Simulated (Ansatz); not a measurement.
# BGeNH, doublet in cc-pVDZ: errors against UCCSDT(Q)

Geometry: displaced at random from a stationary point.

```xyz
4

Ge    0.0307    0.0629    0.5039
B    -0.1342    0.4630   -1.6662
N    -0.0575   -0.7746   -1.1529
H     0.0256    1.2686   -2.4255
```

Basis cc-pVDZ; Ansatz 0.2.0. Correlated methods freeze the noble-gas cores and the filled d shells of p-block atoms, which leaves 13 electrons in 44 orbitals. Prefix R: restricted or restricted open-shell reference; prefix U: unrestricted. Active spaces: frontier = (9e, 9o) about the gap. No spin–orbit coupling is included, and no scalar relativity.

Full CI isn't at hand for all of this; UCCSDT(Q) serves as the reference, and is uncertain by about the last step of the cluster series. The frozen core follows each run's orbitals, which can shift R against U totals by a few meV for light atoms and by up to 0.1 eV past Ca.

The UHF ⟨S²⟩ is 0.773 and the T1 diagnostic (RCCSD) is 0.0253. The largest doubles amplitude (RCCSD) is 0.060 and the T1 diagnostic (UCCSD) is 0.0227.

```json
{"level": "UHF", "E − E(UCCSDT(Q)) (mEh)": "347.03", "share of correlation (%)": "1.26", "wall time": "–"}
{"level": "UMP2", "E − E(UCCSDT(Q)) (mEh)": "37.54", "share of correlation (%)": "89.32", "wall time": "–"}
{"level": "UCCSD", "E − E(UCCSDT(Q)) (mEh)": "18.34", "share of correlation (%)": "94.78", "wall time": "–"}
{"level": "UCCSD(T)", "E − E(UCCSDT(Q)) (mEh)": "2.41", "share of correlation (%)": "99.31", "wall time": "12 s"}
{"level": "UCCSDT", "E − E(UCCSDT(Q)) (mEh)": "1.73", "share of correlation (%)": "99.51", "wall time": "–"}
```

The correlation energy at UCCSDT(Q), counted from RHF, is -9.563 eV. That run took 1.9 min on 1 thread of Arm Neoverse V2, shared host.

Run but not shown, since their state or frozen core can't be matched to the reference's or they repeat it: RHF, RMP2, RCCSD, RCCSD(T), BCCD(T), RCCSDT, RCCSDT(Q), CASSCF (frontier space), NEVPT2 (frontier space), MRCISD (frontier space), MRCISD+Q (frontier space).

Times hold each run's SCF and search for its determinant on a shared host, so for small cases they say little of a method's own cost; they ran on 1 thread of Arm Neoverse V2.
